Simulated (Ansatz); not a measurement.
This geometry of C3H4FN (9 atoms, charge 0, multiplicity 1) is a first-order saddle point.

Method: RKS BLYP-D4/STO-3G (Ansatz 0.2.0).

```xyz
9
Properties=species:S:1:pos:R:3
N -1.146 1.292 -0.197
C -0.148 0.206 -0.092
C 0.843 -0.590 -0.517
F 1.726 -0.992 -1.473
C 0.366 -0.866 0.924
H -0.586 2.158 -0.504
H -1.710 1.068 -1.086
H -0.252 -1.766 1.141
H 0.996 -0.557 1.786
```

Question: Which two structures does it join? (They come from a converged band through this point; their orientation in space is the band's.)

Answer: No bond is made or broken. The dihedral H7–N1–C2–C5 goes from 165 to -52°. The two ends are copies of one structure, up to a mirror image or an exchange of like atoms.

First end point:

```xyz
9
Properties=species:S:1:pos:R:3
N -1.209 1.061 -0.559
C -0.104 0.186 -0.208
C 0.951 -0.575 -0.521
F 1.913 -0.962 -1.408
C 0.319 -0.864 0.853
H -1.453 1.642 0.306
H -0.848 1.769 -1.274
H -0.293 -1.782 1.005
H 0.813 -0.521 1.790
```

Last end point:

```xyz
9
Properties=species:S:1:pos:R:3
N -0.803 1.477 -0.274
C -0.055 0.237 -0.174
C 0.958 -0.568 -0.517
F 1.967 -0.908 -1.370
C 0.296 -0.888 0.836
H -0.903 1.714 -1.312
H -1.800 1.286 0.063
H -0.391 -1.757 0.942
H 0.819 -0.640 1.788
```

Question: How far does it lie above each of them?

Answer: 23.7 kJ/mol above the first and 23.7 kJ/mol above the second. This is the barrier of this one path; another mechanism may lie lower. Limits of this set-up: minimal basis.

The run took 95 s on 1 CPU thread of a shared host.
